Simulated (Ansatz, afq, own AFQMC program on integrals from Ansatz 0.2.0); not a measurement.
# Al₂H₃ (doublet): quantum Monte Carlo beside coupled cluster at distance Al1–Al2 = 2.455 Å, cc-pVDZ, part 1 of 2

How near does AFQMC come to the top of the ladder for Al₂H₃ (doublet)?

Method: cc-pVDZ, frozen cores; program: Ansatz 0.2.0, Gaussian basis, and an in-house AFQMC program (afq) on its integrals; all values are calculated.

To be run: PBE (unrestricted); r2SCAN (unrestricted); PBE0 (unrestricted); B3LYP (unrestricted); wB97M-V (unrestricted); B2PLYP (unrestricted); CCSD(T) on ROHF; CCSDT(Q) on ROHF; Phaseless AFQMC, CISD trial on ROHF; Phaseless AFQMC, single-determinant trial on ROHF; Free-projection AFQMC, CISD trial on ROHF; CCSD(T) on UHF; CCSDT(Q) on UHF; Phaseless AFQMC, CISD trial on UHF; Phaseless AFQMC, single-determinant trial on UHF; Free-projection AFQMC, CISD trial on UHF.

## 1. What is computed

The geometry derives from a PBE0/def2-TZVP stationary point (not a proven minimum). One bond is set to the value named and the two fragments are kept rigid.

5 atoms, charge 0, spin multiplicity 2.

Atoms are counted from 1 here; the program's logs count them from 0.

Bond lengths: Al1–Al2 2.456 Å, Al1–H3 1.587 Å, Al1–H4 1.587 Å, Al2–H5 1.589 Å. Angles: Al2–Al1–H3 117.8°, Al2–Al1–H4 117.8°, H3–Al1–H4 124.5°, Al1–Al2–H5 180.0°.

## 2. PBE (unrestricted)

Contents of in.yaml:

```yaml
crystal:
  periodic: [false, false, false]
  atoms:
    - {symbol: Al, position_ang: [0.000000, 0.000000, 1.208018]}
    - {symbol: Al, position_ang: [0.000000, 0.000000, -1.247506]}
    - {symbol: H, position_ang: [0.000000, 1.404177, 1.946978]}
    - {symbol: H, position_ang: [0.000000, -1.404176, 1.946978]}
    - {symbol: H, position_ang: [0.000000, 0.000000, -2.836903]}
basis:
  gaussian: {orbitals: cc-pVDZ}
magnetization: {spin_polarized: true, initial_magnetization: 1}
hamiltonian: {xc: {name: PBE}}
output: {orbitals: {seedname: orbitals}}
```

Started as:

```console
ansatz run in.yaml --threads 1 --pin off --events-out ev --progress --plain --max-ram 1382MiB
```

Standard output:

```text
Functional definition: PBE
  name "PBE"
  cite "Perdew, Burke & Ernzerhof, Phys. Rev. Lett. 77, 3865 (1996) doi:10.1103/PhysRevLett.77.3865"
  parent pbe
  parameter kappa = 0.804
  parameter beta = 0.06672455060314922
  exchange = pbe_x(kappa = kappa, mu = beta*pi^2/3)
  correlation = pbe_c(beta = beta)
680 factors; their error is unknown
mean field evaluation 1: about -13231.3249 eV, gradient 1.2e1 eV
mean field evaluation 2: about -13230.0899 eV, gradient 1.4e1 eV
mean field evaluation 4: about -13232.8317 eV, gradient 1.4e0 eV
mean field evaluation 8: about -13232.8209 eV, gradient 9.8e-3 eV
mean field evaluation 16: about -13231.8651 eV, gradient 3.3e0 eV
mean field -13232.82093287 eV, -486.2971997548 hartree, gradient 2.6e-5 eV, S^2 0.754163; 3 other end points of the search recorded, 0 dependent functions left out
reference -13232.82097517 eV, -486.2972013094 hartree; 15, 14 occupied and 36, 37 virtual orbitals, 680 factors
Total energy: -13232.82097517 eV, -486.2972013094 hartree
```

Wall time 2.8 s (1 thread of Arm Neoverse V1, shared host).

From the report: ⟨S²⟩ of the determinant 0.754 (pure doublet: 0.75).

## 3. r2SCAN (unrestricted)

in.yaml, as its differences from that of step 2:

```diff
@@ -11,3 +11,2 @@
 magnetization: {spin_polarized: true, initial_magnetization: 1}
-hamiltonian: {xc: {name: PBE}}
-output: {orbitals: {seedname: orbitals}}
+hamiltonian: {xc: {name: r2SCAN}}
```

Same command.

Standard output (excerpt; [...] marks lines left out):

```text
Functional definition: r2SCAN
  name "r2SCAN"
  cite "Furness, Kaplan, Ning, Perdew & Sun, J. Phys. Chem. Lett. 11, 8208 (2020) doi:10.1021/acs.jpclett.0c02405"
  cite "Furness, Kaplan, Ning, Perdew & Sun, J. Phys. Chem. Lett. 11, 9248 (2020) doi:10.1021/acs.jpclett.0c03077"
  parent r2scan
[...]
680 factors; their error is unknown
[...]
mean field -13238.94204821 eV, -486.5221465944 hartree, gradient 7.2e-5 eV, S^2 0.758612; 3 other end points of the search recorded, 0 dependent functions left out
reference -13238.94206538 eV, -486.5221472255 hartree; 15, 14 occupied and 36, 37 virtual orbitals, 680 factors
Total energy: -13238.94206538 eV, -486.5221472255 hartree
```

Wall time 8.5 s (1 thread of Arm Neoverse V1, shared host).

From the report: ⟨S²⟩ of the determinant 0.759 (pure doublet: 0.75).

## 4. PBE0 (unrestricted)

in.yaml, as its differences from that of step 3:

```diff
@@ -11,2 +11,3 @@
 magnetization: {spin_polarized: true, initial_magnetization: 1}
-hamiltonian: {xc: {name: r2SCAN}}
+hamiltonian: {xc: {name: PBE0}}
+output: {orbitals: {seedname: orbitals}}
```

Same command.

Standard output:

```text
Functional definition: PBE0
  name "PBE0"
  cite "Adamo & Barone, J. Chem. Phys. 110, 6158 (1999) doi:10.1063/1.478522"
  cite "Perdew, Burke & Ernzerhof, Phys. Rev. Lett. 77, 3865 (1996) doi:10.1103/PhysRevLett.77.3865"
  parent pbe
  parameter a = 0.25
  parameter kappa = 0.804
  parameter beta = 0.06672455060314922
  exchange = (1 - a)*pbe_x(kappa = kappa, mu = beta*pi^2/3) + a*exact_x
  correlation = pbe_c(beta = beta)
490 factors; integrals over basis functions are off by at most 1.0e-3 eV
mean field evaluation 1: about -13233.4678 eV, gradient 7.9e0 eV
mean field evaluation 2: about -13233.8675 eV, gradient 5.1e0 eV
mean field evaluation 4: about -13234.1910 eV, gradient 9.6e-1 eV
mean field evaluation 8: about -13234.2435 eV, gradient 8.9e-2 eV
mean field evaluation 16: about -13234.2437 eV, gradient 2.1e-5 eV
mean field -13234.24371331 eV, -486.3494859716 hartree, gradient 2.2e-5 eV, S^2 0.754987; 1 other end points of the search recorded, 0 dependent functions left out
reference -13234.24374506 eV, -486.3494871383 hartree; 15, 14 occupied and 36, 37 virtual orbitals, 490 factors
Total energy: -13234.24374506 eV, -486.3494871383 hartree
```

It took 2.4 s on 1 thread of Arm Neoverse V1, shared host.

From the report: ⟨S²⟩ of the determinant 0.755 (pure doublet: 0.75).

## 5. B3LYP (unrestricted)

in.yaml, as its differences from that of step 4:

```diff
@@ -11,3 +11,2 @@
 magnetization: {spin_polarized: true, initial_magnetization: 1}
-hamiltonian: {xc: {name: PBE0}}
-output: {orbitals: {seedname: orbitals}}
+hamiltonian: {xc: {name: B3LYP}}
```

Launched as before.

Standard output (excerpt; [...] marks lines left out):

```text
Functional definition: B3LYP
  name "B3LYP"
  cite "Stephens, Devlin, Chabalowski & Frisch, J. Phys. Chem. 98, 11623 (1994) doi:10.1021/j100096a001"
  cite "Becke, Phys. Rev. A 38, 3098 (1988) doi:10.1103/PhysRevA.38.3098"
  cite "Lee, Yang & Parr, Phys. Rev. B 37, 785 (1988) doi:10.1103/PhysRevB.37.785"
  cite "Vosko, Wilk & Nusair, Can. J. Phys. 58, 1200 (1980) doi:10.1139/p80-159"
[...]
490 factors; integrals over basis functions are off by at most 1.0e-3 eV
[...]
mean field -13241.78177699 eV, -486.6265047024 hartree, gradient 2.4e-5 eV, S^2 0.752950; 1 other end points of the search recorded, 0 dependent functions left out
reference -13241.78201681 eV, -486.6265135156 hartree; 15, 14 occupied and 36, 37 virtual orbitals, 490 factors
Total energy: -13241.78201681 eV, -486.6265135156 hartree
```

It took 2.4 s on 1 thread of Arm Neoverse V1, shared host.

From the report: ⟨S²⟩ of the determinant 0.753 (pure doublet: 0.75).

## 6. wB97M-V (unrestricted)

in.yaml, as its differences from that of step 5:

```diff
@@ -11,2 +11,3 @@
 magnetization: {spin_polarized: true, initial_magnetization: 1}
-hamiltonian: {xc: {name: B3LYP}}
+hamiltonian: {xc: {name: wB97M-V}}
+output: {orbitals: {seedname: orbitals}}
```

The command is unchanged.

Standard output (excerpt; [...] marks lines left out):

```text
Functional definition: wB97M-V
  name "wB97M-V"
  cite "Mardirossian & Head-Gordon, J. Chem. Phys. 144, 214110 (2016) doi:10.1063/1.4952647"
  cite "Becke, J. Chem. Phys. 107, 8554 (1997) doi:10.1063/1.475007"
  cite "Vydrov & Van Voorhis, J. Chem. Phys. 133, 244103 (2010) doi:10.1063/1.3521275"
  # Of w^i u^j: cxij and so on, Table III.
[...]
  gx(w, u) = 1 - cx + cx01*u + cx10*w
  gss(w, u) = css00 + css04*u^4 + css10*w + css20*w^2 + css43*w^4*u^3
  gos(w, u) = cos00 + cos10*w + (cos20 + cos21*u)*w^2 + (cos60 + cos61*u)*w^6
[...]
      + integral(e_c_pw_mod_opposite_spin*gos(b97_w_opposite, b97_u_opposite)) + vv10(b, c)
490 factors; integrals over basis functions are off by at most 1.0e-3 eV
191 factors; integrals over basis functions are off by at most 2.2e-5 eV
[...]
mean field -13239.14217254 eV, -486.5295010280 hartree, gradient 2.5e-5 eV, S^2 0.751242; 1 other end points of the search recorded, 0 dependent functions left out
reference -13239.14222064 eV, -486.5295027955 hartree; 15, 14 occupied and 36, 37 virtual orbitals, 490 factors
Total energy: -13239.14222064 eV, -486.5295027955 hartree
```

It took 12 s on 1 thread of Arm Neoverse V1, shared host.

From the report: ⟨S²⟩ of the determinant 0.751 (pure doublet: 0.75).

## 7. B2PLYP (unrestricted)

in.yaml, as its differences from that of step 6:

```diff
@@ -11,3 +11,3 @@
 magnetization: {spin_polarized: true, initial_magnetization: 1}
-hamiltonian: {xc: {name: wB97M-V}}
-output: {orbitals: {seedname: orbitals}}
+hamiltonian: {xc: {name: B2PLYP}}
+correlation: {electrons: outside_noble_gas}
```

Launched as before.

Standard output (excerpt; [...] marks lines left out):

```text
Functional definition: B2PLYP
  name "B2PLYP"
  cite "Grimme, J. Chem. Phys. 124, 034108 (2006) doi:10.1063/1.2148954"
  cite "Becke, Phys. Rev. A 38, 3098 (1988) doi:10.1103/PhysRevA.38.3098"
  cite "Lee, Yang & Parr, Phys. Rev. B 37, 785 (1988) doi:10.1103/PhysRevB.37.785"
[...]
490 factors; integrals over basis functions are off by at most 1.0e-3 eV
[...]
mean field -13232.64349984 eV, -486.2906792113 hartree, gradient 6.2e-6 eV, S^2 0.755324; 2 other end points of the search recorded, 0 dependent functions left out
10 core orbitals not correlated: weight in the atoms' cores, before any rotation towards them, 1.000 or more for the frozen orbitals, at most 0.000 for the correlated occupied ones
reference -13232.64365093 eV, -486.2906847638 hartree; 5, 4 occupied and 36, 37 virtual orbitals, 490 factors
second order -4.10388608 eV of doubles, -0.00000000 eV of singles
Total energy: -13233.75170017 eV, -486.3314048223 hartree
```

It took 2.3 s on 1 thread of Arm Neoverse V1, shared host.

From the report: ⟨S²⟩ of the determinant 0.755 (pure doublet: 0.75).

## 8. CCSD(T) on ROHF

in.yaml, as its differences from that of step 7:

```diff
@@ -10,4 +10,3 @@
   gaussian: {orbitals: cc-pVDZ}
-magnetization: {spin_polarized: true, initial_magnetization: 1}
-hamiltonian: {xc: {name: B2PLYP}}
-correlation: {electrons: outside_noble_gas}
+magnetization: {spin_polarized: false, initial_magnetization: 1}
+correlation: {method: ccsd_t, electrons: outside_noble_gas, hamiltonian_folder: ham}
```

The command is unchanged.

Standard output (excerpt; [...] marks lines left out):

```text
Functional definition: HF
  name "HF"
  cite "Fock, Z. Phys. 61, 126 (1930) doi:10.1007/BF01340294"
  parent pbe
[...]
490 factors; integrals over basis functions are off by at most 1.0e-3 eV
[...]
mean field -13211.55139905 eV, -485.5155588039 hartree, gradient 2.0e-6 eV, S^2 0.750000; 8 other end points of the search recorded, 0 dependent functions left out
[...]
determinant -13211.55139905 eV, -485.5155588039 hartree, with singles and doubles -13215.79760415 eV, -485.6716039632 hartree
determinant -13210.85100195 eV, -485.4898196854 hartree, with singles and doubles -13215.07760760 eV, -485.6451445779 hartree
determinant -13208.53081977 eV, -485.4045545627 hartree, with singles and doubles -13213.04528008 eV, -485.5704579192 hartree
determinant -13208.46457911 eV, -485.4021202634 hartree, with singles and doubles -13213.02675874 eV, -485.5697772726 hartree
10 core orbitals not correlated: weight in the atoms' cores, before any rotation towards them, 1.000 or more for the frozen orbitals, at most 0.000 for the correlated occupied ones
reference -13211.55139905 eV, -485.5155588039 hartree; 5, 4 occupied and 36, 37 virtual orbitals, 490 factors
second order -3.21949367 eV of doubles, -0.03442388 eV of singles
cycle   1  -4.24611787 eV  change    8.7e-5 eV  update   7.8e-4
[...]
cycle   7  -4.24617718 eV  change   -3.0e-6 eV  update   1.9e-6
perturbative correction -0.10420030 eV, -0.0038292904 hartree
Total energy: -13215.90177653 eV, -485.6754322274 hartree
```

Run time: 3.2 s. Hardware: 1 thread of Arm Neoverse V1, shared host.

From the report: correlation -4.3504 eV; T1 0.020; largest double amplitude 0.06.

This run also writes the integrals to the folder ham.

## 9. CCSDT(Q) on ROHF

in.yaml, as its differences from that of step 8:

```diff
@@ -11,2 +11,2 @@
 magnetization: {spin_polarized: false, initial_magnetization: 1}
-correlation: {method: ccsd_t, electrons: outside_noble_gas, hamiltonian_folder: ham}
+correlation: {method: ccsdt_q, electrons: outside_noble_gas}
```

Same command.

Standard output (excerpt; [...] marks lines left out):

```text
Functional definition: HF
  name "HF"
  cite "Fock, Z. Phys. 61, 126 (1930) doi:10.1007/BF01340294"
  parent pbe
[...]
950 factors; integrals over basis functions are off by at most 1.3e-7 eV
[...]
mean field -13211.55144822 eV, -485.5155606110 hartree, gradient 2.0e-6 eV, S^2 0.750000; 8 other end points of the search recorded, 0 dependent functions left out
[...]
determinant -13211.55144822 eV, -485.5155606110 hartree, with singles and doubles -13215.79765047 eV, -485.6716056652 hartree
determinant -13210.85104891 eV, -485.4898214110 hartree, with singles and doubles -13215.07765440 eV, -485.6451462978 hartree
determinant -13208.53087729 eV, -485.4045566766 hartree, with singles and doubles -13213.04534853 eV, -485.5704604348 hartree
determinant -13208.46461843 eV, -485.4021217083 hartree, with singles and doubles -13213.02680341 eV, -485.5697789142 hartree
10 core orbitals not correlated: weight in the atoms' cores, before any rotation towards them, 1.000 or more for the frozen orbitals, at most 0.000 for the correlated occupied ones
reference -13211.55144822 eV, -485.5155606110 hartree; 5, 4 occupied and 36, 37 virtual orbitals, 950 factors
second order -3.21954292 eV of doubles, -0.03442378 eV of singles
cycle   1  -3.95722688 eV  change   -7.0e-1 eV  update   7.9e-2
[...]
cycle  17  -4.38355932 eV  change    4.4e-7 eV  update   2.7e-7
perturbative correction -0.00463766 eV, -0.0001704308 hartree
Total energy: -13215.93964521 eV, -485.6768238757 hartree
```

It took 37 s on 1 thread of Arm Neoverse V1, shared host; peak memory 0.52 GiB.

From the report: correlation -4.3882 eV; T1 0.021; largest double amplitude 0.06.

## 10. Phaseless AFQMC, CISD trial on ROHF

It reads the integrals that the CCSD(T) run on this determinant wrote.

Started as:

```console
afq ham --method phaseless --trial cisd --walkers 60 --populations 1 --least-time 40 --time-step 0.005 --steps-per-block 50 --equilibration-blocks 28 --max-blocks 300 --target-error 0.00036 --factor-cut 1e-05 --start spin_pure --seed 5416 --release-times 0.24,0.51,0.99,1.62,2.4 --release-step 0.03 --release-every 4 --taylor-order 6
```

Standard output:

```text
orbitals 41  electrons 5 4  factors 309 of 490
reference energy -485.51555880 Eh
CCSD correlation -0.15604402 Eh in 12 cycles, weight of the determinant in the CISD state 0.8820
energy of the start -485.671603 Eh
 block  time / (1/Eh)  mean weight  energy / Eh
     1     0.250  1.0001  -485.669666
     2     0.500  1.0013  -485.669607
     3     0.750  1.0019  -485.671036
     4     1.000  0.9994  -485.671791
     5     1.250  0.9990  -485.672106
     6     1.500  1.0006  -485.673565
     7     1.750  1.0006  -485.673497
     8     2.000  0.9989  -485.674022
     9     2.250  1.0004  -485.675991
    10     2.500  0.9988  -485.675850
    13     3.250  0.9992  -485.675850
    17     4.250  1.0005  -485.674118
    21     5.250  0.9985  -485.675557
    25     6.250  0.9990  -485.675516
    29     7.250  1.0026  -485.675818
    33     8.250  0.9995  -485.678296
    37     9.250  1.0002  -485.676820
    41    10.250  0.9992  -485.678525
    45    11.250  1.0012  -485.673933
    49    12.250  0.9995  -485.677348
    53    13.250  0.9998  -485.675069
    57    14.250  1.0019  -485.676026
    61    15.250  1.0003  -485.673751
    65    16.250  0.9983  -485.674287
    69    17.250  1.0015  -485.675618
    73    18.250  0.9984  -485.675392
    77    19.250  1.0009  -485.674483
    81    20.250  1.0008  -485.675599
    85    21.250  0.9997  -485.675191
    89    22.250  1.0005  -485.675178
    93    23.250  1.0005  -485.675165
    97    24.250  0.9999  -485.677134
   101    25.250  1.0005  -485.678626
   105    26.250  1.0005  -485.677678
   109    27.250  0.9999  -485.675387
   113    28.250  0.9987  -485.673172
   117    29.250  1.0001  -485.675488
   121    30.250  1.0004  -485.676249
   125    31.250  1.0001  -485.675545
   129    32.250  0.9989  -485.677548
   133    33.250  1.0006  -485.675196
   137    34.250  0.9982  -485.677311
   141    35.250  1.0018  -485.677953
   145    36.250  1.0004  -485.678498
   149    37.250  1.0011  -485.673233
   153    38.250  1.0013  -485.674461
   157    39.250  0.9999  -485.674641
   161    40.250  1.0003  -485.673045
   165    41.250  1.0011  -485.674907
   169    42.250  0.9988  -485.674525
   173    43.250  1.0019  -485.675773
   177    44.250  1.0018  -485.677436
   181    45.250  0.9987  -485.678850
   185    46.250  1.0004  -485.676829
blocks merged  error / Eh  count
     1  0.000130  160
     2  0.000159  80
     4  0.000191  40
     8  0.000232  20
    16  0.000294  10
released: time / (1/Eh)  energy / Eh  error  mean overlap
  0.24  -485.676276  0.000317  1.0016
  0.51  -485.676208  0.000301  1.0040
  0.99  -485.676515  0.000307  1.0049
  1.62  -485.676429  0.000332  1.0185
  2.40  -485.676311  0.000402  1.0179
energy -485.675955 +/- 0.000232 Eh
```

It took 5.3 min on 1 thread of Arm Neoverse V1, shared host.

Energy -13215.9160 ± 0.0063 eV. Caveats: constraint bias not in the error. The error still grows with block length (0.0052 to 0.0080 eV), so the bar may be too small.

## 11. Phaseless AFQMC, single-determinant trial on ROHF

It reads the integrals that the CCSD(T) run on this determinant wrote.

Started as:

```console
afq ham --method phaseless --trial hf --walkers 120 --populations 1 --least-time 40 --time-step 0.005 --steps-per-block 20 --equilibration-blocks 112 --max-blocks 600 --target-error 0.00108 --factor-cut 1e-05 --start spin_pure --seed 7045 --taylor-order 6
```

Standard output:

```text
orbitals 41  electrons 5 4  factors 309 of 490
reference energy -485.51555880 Eh
CCSD correlation -0.15604402 Eh in 12 cycles, weight of the determinant in the CISD state 0.8820
energy of the start -485.515559 Eh
 block  time / (1/Eh)  mean weight  energy / Eh
     1     0.100  1.0011  -485.538420
     2     0.200  0.9997  -485.554357
     3     0.300  1.0001  -485.572316
     4     0.400  1.0003  -485.589153
     5     0.500  1.0002  -485.603914
     6     0.600  1.0013  -485.615676
     7     0.700  1.0012  -485.619226
     8     0.800  1.0008  -485.624722
     9     0.900  1.0015  -485.627866
    10     1.000  0.9999  -485.632570
    18     1.800  0.9994  -485.648438
    35     3.500  1.0009  -485.674710
    52     5.200  1.0008  -485.680958
    69     6.900  1.0004  -485.678328
    86     8.600  0.9998  -485.670749
   103    10.300  1.0013  -485.681736
   120    12.000  0.9985  -485.676120
   137    13.700  1.0012  -485.670094
   154    15.400  0.9981  -485.680092
   171    17.100  0.9999  -485.660984
   188    18.800  0.9985  -485.667563
   205    20.500  0.9999  -485.679283
   222    22.200  1.0011  -485.672316
   239    23.900  0.9997  -485.671817
   256    25.600  0.9998  -485.698507
   273    27.300  1.0002  -485.686941
   290    29.000  0.9993  -485.694686
   307    30.700  0.9986  -485.679639
   324    32.400  0.9993  -485.687367
   341    34.100  0.9998  -485.665695
   358    35.800  1.0000  -485.676717
   375    37.500  0.9997  -485.665549
   392    39.200  0.9986  -485.675085
   409    40.900  1.0005  -485.684589
   426    42.600  1.0015  -485.666484
   443    44.300  1.0020  -485.680159
   460    46.000  1.0005  -485.662122
   477    47.700  1.0009  -485.672322
   494    49.400  0.9996  -485.670926
   511    51.100  1.0005  -485.697093
   528    52.800  0.9990  -485.679033
   545    54.500  0.9990  -485.678056
   562    56.200  0.9999  -485.680513
   579    57.900  1.0006  -485.688979
   596    59.600  0.9976  -485.684709
   613    61.300  1.0001  -485.670165
   630    63.000  0.9994  -485.662866
   647    64.700  1.0000  -485.668864
   664    66.400  1.0001  -485.677381
   681    68.100  1.0008  -485.652428
   698    69.800  1.0015  -485.685919
blocks merged  error / Eh  count
     1  0.000434  600
     2  0.000582  300
     4  0.000780  150
     8  0.001008  75
    16  0.001313  37
    32  0.001490  18
    64  0.001739  9
energy -485.677471 +/- 0.001490 Eh
```

Wall time 5.4 min (1 thread of Arm Neoverse V1, shared host).

Energy -13215.9573 ± 0.0406 eV. Caveats: constraint bias not in the error.

## 12. Free-projection AFQMC, CISD trial on ROHF

It reads the integrals that the CCSD(T) run on this determinant wrote.

Started as:

```console
afq ham --method free --trial cisd --walkers 60 --time-step 0.03 --max-blocks 80 --target-error 0.00036 --factor-cut 1e-05 --seed 365 --times 0,0.3,0.6,1.2,1.8,2.4,3.6,4.8,6 --taylor-order 8
```

Standard output:

```text
orbitals 41  electrons 5 4  factors 309 of 490
reference energy -485.51555880 Eh
CCSD correlation -0.15604402 Eh in 12 cycles, weight of the determinant in the CISD state 0.8820
repeat  energy at the last time / Eh  error
    10  -485.678568  0.001305
    20  -485.677452  0.000790
    30  -485.676751  0.000738
    40  -485.676761  0.000586
    50  -485.676720  0.000538
    60  -485.676610  0.000488
    70  -485.676493  0.000442
    80  -485.676342  0.000409
time / (1/Eh)  energy / Eh  error  mean overlap
  0.00  -485.671589  0.000076  1.1329
  0.30  -485.673587  0.000097  1.1265
  0.60  -485.674673  0.000110  1.1247
  1.20  -485.675859  0.000116  1.1126
  1.80  -485.676354  0.000153  1.1091
  2.40  -485.676389  0.000181  1.1245
  3.60  -485.676730  0.000225  1.1209
  4.80  -485.677170  0.000305  1.1177
  6.00  -485.676342  0.000409  1.1776
energy -485.676342 +/- 0.000409 Eh
```

Run time: 6.4 min. Hardware: 1 thread of Arm Neoverse V1, shared host.

Energy -13215.9265 ± 0.0111 eV. Caveats: remainder of the start not in the error.

(Continued in part 2 of 2.)
